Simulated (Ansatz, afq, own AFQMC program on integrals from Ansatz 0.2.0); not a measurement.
# Where AFQMC and coupled cluster stand for MoNH3⁺, octet

```yaml
atoms:
  - { symbol: Mo, position_ang: [-0.4030, 0.0012, -0.0003] }
  - { symbol: N, position_ang: [2.2039, -0.0068, 0.0015] }
  - { symbol: H, position_ang: [2.5743, -0.9511, 0.0067] }
  - { symbol: H, position_ang: [2.5781, 0.4679, 0.8161] }
  - { symbol: H, position_ang: [2.5792, 0.4594, -0.8175] }
```

Connectivity, by distances: Mo–NH3.

Basis def2-SVP with its core potentials. Noble-gas cores (and the filled d shells of Ga–Kr and In–Xe) are frozen. Integrals, coupled cluster, full CI and functionals: Ansatz 0.2.0; the random walks run on the same integrals in our own AFQMC program. The CISD trial takes its coefficients from CCSD amplitudes. Released means that phaseless walkers are propagated on without the constraint, phases kept. ± is one standard error of the sampling. No spin–orbit coupling. The metal's outer-core s and p shells are frozen, which shifts wave-function levels against functionals.

Determinant: UHF, the one that the program's search chose, which needn't be the lowest solution. The geometry is a PBE0/def2-TZVP stationary point of this or a neighbouring charge and spin state.

No full CI on the walks' own integrals is used here; CCSDT(Q) serves as the reference and is uncertain by about the last step of the cluster series.

Cautions: no spin-orbit coupling; outer-core shells of the metal frozen; another spin lies lower (by 6.21 eV).

The T1 diagnostic is 0.0084. The weight of the determinant in the CISD state is 0.919, the ⟨S²⟩ of the determinant is 15.759 and the size of the correlated space is 13 electrons in 55 orbitals.

```csv
level,correlation energy (eV)
MP2,-5.5086
CCSD,-6.2346
CCSD(T),-6.3404
```

**Question.** Estimate where AFQMC with the constraint released lies against CCSD(T) on the same integrals.

**Answer.** 2.1 ± 0.3 kJ/mol below CCSD(T).

Reference: CCSDT(Q), correlation energy -6.360 eV. The released energy is read at 2.60 1/Eh (meV from the phaseless value at times in 1/Eh: -0.5 ± 1.4 at 0.24, -4.1 ± 1.6 at 0.60, -6.8 ± 2.2 at 1.20, -4.9 ± 1.9 at 1.80, -8 ± 3 at 2.60).

| level | E − E(reference) (kJ/mol) | share of correlation (%) |
| --- | --- | --- |
| CCSD(T) | 1.9 | 99.69 |
| CCSDT | 0.5 | 99.92 |
| ph-AFQMC/CISD | 0.6 ± 0.4 | 99.91 |
| released AFQMC | -0.2 ± 0.3 | 100.04 |

A walk keeps the symmetry of its determinant, which the program's search chose and which needn't be the lowest solution, so a lower state of the same spin and another symmetry isn't excluded. Released energies are given only where the last usable release times agree within the noise; a slower fall can still hide under it.
